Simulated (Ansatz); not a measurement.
`N=CC=O` + `N=CF` → `N=CN=CF` + `C=O`  (substitution at a C–C bond)

Gas-phase electronic energies from Ansatz, PBE0-D4/def2-TZVP geometries. CBS: MP2 limit from def2 TZ/QZ plus the TZ coupled-cluster correction, frozen cores. This one scheme is used for every species. DFT in def2-TZVPP. B3LYP here is the variant with VWN-RPA as its local correlation; programs differ in this. HSE06 is defined as in plane-wave codes. One conformer a species, not always the lowest.

```json
{"level": "LDA (SPW92)", "ΔE (kJ/mol)": "15.1", "difference from CCSD(T)/CBS": "-5.4"}
{"level": "PBE-D4", "ΔE (kJ/mol)": "15.0", "difference from CCSD(T)/CBS": "-5.5"}
{"level": "revPBE-D4", "ΔE (kJ/mol)": "14.2", "difference from CCSD(T)/CBS": "-6.3"}
{"level": "BLYP-D4", "ΔE (kJ/mol)": "13.6", "difference from CCSD(T)/CBS": "-6.9"}
{"level": "r2SCAN-D4", "ΔE (kJ/mol)": "16.0", "difference from CCSD(T)/CBS": "-4.5"}
{"level": "PBE0-D4", "ΔE (kJ/mol)": "16.2", "difference from CCSD(T)/CBS": "-4.3"}
{"level": "B3LYP-D4", "ΔE (kJ/mol)": "14.8", "difference from CCSD(T)/CBS": "-5.7"}
{"level": "HSE06-D4", "ΔE (kJ/mol)": "16.0", "difference from CCSD(T)/CBS": "-4.5"}
{"level": "BHLYP-D4", "ΔE (kJ/mol)": "15.6", "difference from CCSD(T)/CBS": "-4.9"}
{"level": "CAM-B3LYP-D4", "ΔE (kJ/mol)": "17.2", "difference from CCSD(T)/CBS": "-3.3"}
{"level": "ωB97X-V", "ΔE (kJ/mol)": "18.8", "difference from CCSD(T)/CBS": "-1.7"}
{"level": "ωB97M-V", "ΔE (kJ/mol)": "20.7", "difference from CCSD(T)/CBS": "0.2"}
{"level": "B2PLYP", "ΔE (kJ/mol)": "17.0", "difference from CCSD(T)/CBS": "-3.5"}
{"level": "PBE-QIDH", "ΔE (kJ/mol)": "17.8", "difference from CCSD(T)/CBS": "-2.7"}
{"level": "PBE", "ΔE (kJ/mol)": "15.6", "difference from CCSD(T)/CBS": "-4.9"}
{"level": "revPBE", "ΔE (kJ/mol)": "15.6", "difference from CCSD(T)/CBS": "-4.9"}
{"level": "BLYP", "ΔE (kJ/mol)": "14.6", "difference from CCSD(T)/CBS": "-5.9"}
{"level": "r2SCAN", "ΔE (kJ/mol)": "16.3", "difference from CCSD(T)/CBS": "-4.2"}
{"level": "PBE0", "ΔE (kJ/mol)": "16.8", "difference from CCSD(T)/CBS": "-3.7"}
{"level": "B3LYP", "ΔE (kJ/mol)": "15.6", "difference from CCSD(T)/CBS": "-4.9"}
{"level": "r2SCANh", "ΔE (kJ/mol)": "16.6", "difference from CCSD(T)/CBS": "-3.9"}
{"level": "r2SCAN0", "ΔE (kJ/mol)": "17.0", "difference from CCSD(T)/CBS": "-3.5"}
{"level": "HSE06", "ΔE (kJ/mol)": "16.6", "difference from CCSD(T)/CBS": "-3.9"}
{"level": "BHLYP", "ΔE (kJ/mol)": "16.2", "difference from CCSD(T)/CBS": "-4.3"}
{"level": "LC-ωPBE", "ΔE (kJ/mol)": "21.0", "difference from CCSD(T)/CBS": "0.5"}
{"level": "RPA@PBE/def2-TZVPP", "ΔE (kJ/mol)": "18.4", "difference from CCSD(T)/CBS": "-2.1"}
{"level": "HF/def2-SVP", "ΔE (kJ/mol)": "11.3", "difference from CCSD(T)/CBS": "-9.2"}
{"level": "MP2/def2-SVP", "ΔE (kJ/mol)": "13.7", "difference from CCSD(T)/CBS": "-6.8"}
{"level": "CCSD/def2-SVP", "ΔE (kJ/mol)": "13.7", "difference from CCSD(T)/CBS": "-6.8"}
{"level": "HF/def2-TZVPP", "ΔE (kJ/mol)": "15.2", "difference from CCSD(T)/CBS": "-5.3"}
{"level": "MP2/def2-TZVPP", "ΔE (kJ/mol)": "18.4", "difference from CCSD(T)/CBS": "-2.1"}
{"level": "SCS-MP2/def2-TZVPP", "ΔE (kJ/mol)": "18.0", "difference from CCSD(T)/CBS": "-2.5"}
{"level": "CCSD/def2-TZVPP", "ΔE (kJ/mol)": "19.6", "difference from CCSD(T)/CBS": "-0.9"}
{"level": "CCSD(T)/def2-TZVPP", "ΔE (kJ/mol)": "19.3", "difference from CCSD(T)/CBS": "-1.2"}
{"level": "HF/def2-QZVPP", "ΔE (kJ/mol)": "15.4", "difference from CCSD(T)/CBS": "-5.1"}
{"level": "MP2/def2-QZVPP", "ΔE (kJ/mol)": "19.1", "difference from CCSD(T)/CBS": "-1.4"}
{"level": "SCS-MP2/def2-QZVPP", "ΔE (kJ/mol)": "18.7", "difference from CCSD(T)/CBS": "-1.8"}
{"level": "HF/CBS(def2)", "ΔE (kJ/mol)": "15.4", "difference from CCSD(T)/CBS": "-5.1"}
{"level": "MP2/CBS(def2)", "ΔE (kJ/mol)": "19.6", "difference from CCSD(T)/CBS": "-0.9"}
{"level": "CCSD/CBS(def2)", "ΔE (kJ/mol)": "20.8", "difference from CCSD(T)/CBS": "0.3"}
{"level": "CCSD(T)/CBS", "ΔE (kJ/mol)": "20.5", "difference from CCSD(T)/CBS": "0"}
```

Question: What do rigid-rotor, harmonic-oscillator terms from PBE0-D4/def2-TZVP frequencies (298.15 K, 1 bar) make of the CCSD(T)/CBS value? (An estimate is asked.)

Answer: The calculation gave: ΔZPE = -3.9 kJ/mol, ΔH = +18.2 kJ/mol, ΔS = 4 J/(mol·K), ΔG = +17.1 kJ/mol. Modes under 50 cm⁻¹ make the entropy rough.

Largest T1 diagnostic among the species: 0.015.

Leaving LDA and LC-ωPBE aside and taking each functional with its dispersion term where it has one, the values spread over 7.1 kJ/mol, from BLYP-D4 to ωB97M-V. At CCSD(T), def2-SVP lies −7.3 kJ/mol from the extrapolated value and def2-TZVPP −1.2 kJ/mol. In def2-TZVPP, CCSD(T) changes the Hartree–Fock value by +4.1 kJ/mol (the triples alone add −0.3 kJ/mol) and MP2 by +3.2 kJ/mol.
